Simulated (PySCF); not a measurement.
C3H4NO (doublet state).
Z-matrix (Å and degrees, GFN2-xTB geometry), rows numbered from 1:
```
C 
N   1  1.2649
C   2  1.3052  1  137.11
C   3  1.4347  2  120.64  1   151.61
O   4  1.2165  3  124.62  2   179.17
H   1  1.0877  2  123.65  3   -17.35
H   1  1.0790  2  118.27  3   166.39
H   3  1.0874  2  121.21  1   -35.83
H   4  1.1052  3  114.07  2    -1.79
```

The hyperfine couplings belong to this conformer and change with its torsions.

As a line formula: `[CH2]/N=C/C=O` [radical].

Method used: PySCF 2.14.0, UKS B3LYP, pcH-1 on C H N O, non-relativistic, mean-field spin-orbit, GIAO. Isolated species at its GFN2-xTB geometry (one conformer only). A GFN2-xTB geometry isn't a minimum of the functional, and hyperfine couplings can be far from their values at a DFT geometry. The frame is twisted about the N2–C3 bond at this geometry (dihedral C1–N2–C3–H8 = -36°); couplings at other torsion angles weren't computed. Stability of the SCF solution: not tested.

(1) Give the principal g shifts and their parts.

(2) At 9.354 GHz, how far is the centre of the isotropic spectrum from where a free electron (g = 2.002319) resonates?

(3) What are the electron Larmor frequencies g μB B/h along the three axes at 3350 mT?

(4) What effective moment and Curie constant follow for a powder?

(5) In a frozen sample, at which fields do the three g values resonate at 9.5, 34, 94 and 263 GHz (hyperfine left aside), and which band first spreads them over more than twice a line width of 0.5 mT?

## Answers

(1) 
```tsv
Δg (ppm)	1	2	3
relativistic mass correction	-192	-192	-192
gauge correction	7	21	39
orbital Zeeman/spin–orbit	350	1413	2911
total	165	1242	2758
```

So g = 2.00248, 2.00356, 2.00508 and g_iso = 2.00371; the tensor is rhombic: the two nearest values differ by 42 % of g3 − g1. Axes: g3 points within 8° of the C4–O5 bond.

(2) B = hν/(g μB) with μB/h = 13.99624 MHz/mT gives 333.77 mT for the free electron and 333.54 mT at g_iso, 0.23 mT lower.

(3) 93.8913, 93.9418, 94.0129 GHz for g1, g2 and g3, a range of 121.6 MHz.

(4) With the mean of g² = 4.0148 and S(S+1) = 0.75: μ_eff = √(⟨g²⟩S(S+1)) = 1.735 μB and χT = 0.12505·⟨g²⟩·S(S+1) = 0.377 cm³ K/mol (cgs; spin-Hamiltonian part alone).

(5) 
```tsv
band	GHz	B(g3) mT	B(g2) mT	B(g1) mT	spread mT
X	9.5	338.52	338.77	338.96	0.44
Q	34.0	1211.54	1212.45	1213.10	1.57
W	94.0	3349.54	3352.08	3353.88	4.34
J	263.0	9371.59	9378.68	9383.72	12.13
```

The spread grows in proportion to the frequency. Q band is the first where it exceeds 1.0 mT.

Largest spin populations (Mulliken): C3 (+0.49), C1 (+0.32), O5 (+0.21) and C4 (-0.06). Three atoms exceed +0.15.

The HOMO–LUMO gaps are 4.32 eV among the α and 3.51 eV among the β orbitals.

The SMILES draws the unpaired electron on C1; the largest computed Mulliken spin population is on C3 (0.49 against 0.32).
